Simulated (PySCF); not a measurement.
# CF+: from the state search to spectroscopic constants

An exercise on one series of results from a longer session: the logs are not shown, and one member is left open.

The runs use PySCF 2.14.0; C aug-cc-pVDZ, F aug-cc-pVDZ, no relativity.

Set-up of the first run:

The job is set up so:

* atoms: C, F
* charge: 1
* basis: C aug-cc-pVDZ, F aug-cc-pVDZ
* Hamiltonian: no relativity
* basis functions: 46
* electrons treated: 14
* masses in u: 12.0000, 18.9984
* levels: PBE0, PBE, r²SCAN, TPSSh, B3LYP, r²SCAN0, LC-ωPBE, HF, MP2, SCS-MP2, CCSD, CCSD(T)
* grid: 80 radial by 434 angular points
* occupations: held fixed by the projection of orbital angular momentum
* dissociation limit: C+ + F, each in its ground configuration
* starting distance in angstrom: 1.425
* values of 2S to try: 0, 2

Started as:

```bash
OMP_NUM_THREADS=1 python dia.py task.json out
```

Among the steps run: The job; PBE0 along the bond; Other states along the same grid; PBE; r²SCAN (meta-GGA); TPSSh (hybrid meta-GGA); B3LYP (global hybrid GGA); r²SCAN0; LC-ωPBE; RHF; Correlated methods on the Hartree–Fock reference.

One table of the session follows, with a row left open; its other results are not shown here.

Energy (eV) from each level's lowest point:

| R (Å) | RHF | RHF-MP2 | RHF-SCS-MP2 | RHF-CCSD | RHF-CCSD(T) |
| --- | --- | --- | --- | --- | --- |
| 1.002 | 1.369 | 1.839 | 1.818 | n/a | n/a |
| 1.048 | 0.531 | 0.854 | 0.839 | 0.843 | 0.899 |
| 1.095 | 0.111 | 0.293 | 0.284 | 0.286 | 0.320 |
| 1.130 | 0.000 | 0.079 | 0.075 | 0.076 | 0.093 |
| 1.165 | 0.021 | 0.000 | 0.000 | 0.000 | 0.000 |
| 1.200 | 0.143 | 0.026 | 0.030 | 0.029 | 0.011 |
| 1.247 | ? | ? | ? | ? | ? |
| 1.305 | 0.900 | 0.522 | 0.534 | 0.528 | 0.450 |
| 1.375 | 1.585 | 1.058 | 1.072 | 1.058 | 0.937 |
| 1.468 | 2.586 | 1.895 | 1.903 | n/a | n/a |

**Question.** Estimate the row for R (Å) = 1.247.

Worked estimate for «RHF». A straight line through the neighbours (1.200, 0.143) and (1.305, 0.900) gives 0.143 + (0.900 − 0.143) × (1.247 − 1.200) / (1.305 − 1.200) = 0.482; a parabola fitted to 4 rows on both sides gives 0.438.

**Answer.** RHF: 0.422; RHF-MP2: 0.185; RHF-SCS-MP2: 0.193; RHF-CCSD: 0.190; RHF-CCSD(T): 0.146. In «RHF» the line misses by +0.060 and the parabola by +0.016.
